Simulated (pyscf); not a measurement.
Thermochemistry of product channels of boron trichloride (Cl–B(Cl)–Cl) + H atom (H•) on the doublet surface, in kcal/mol, from CCSD(T)/def2-TZVPP + ΔMP2(QZVPP) energies (ideal gas, 1 atm, RRHO with modes under 100 cm⁻¹ raised to 100, one conformer, R ln 2 for rigid chiral ones). Single points on ωB97X-D3(BJ)/def2-SVP structures (PySCF, gas phase). MP2 and CC: frozen core, UHF for open shells. ΔMP2 is the change of the MP2 total energy from the triple- to the quadruple-zeta basis.

| products | ΔE | ΔH(298 K) | ΔG(600 K) | ΔG(1200 K) |
|---|---|---|---|---|
| hydrogen chloride (HCl) + [Cl–B–Cl]• | +12.5 | +14.8 | +7.5 | +1.7 |
| chlorine (Cl–Cl) + [HB–Cl]• | +75.7 | +77.7 | +69.6 | +63.1 |
| Cl atom (Cl•) + Cl–BH–Cl | +9.3 | +13.2 | +10.3 | +8.6 |

These are energies of the channels, which say nothing of barriers. The CCSD(T) − MP2 part came from Ansatz, without density fitting, on the same reference. Left out: orbital degeneracy and the spin-orbit lowering of Cl.
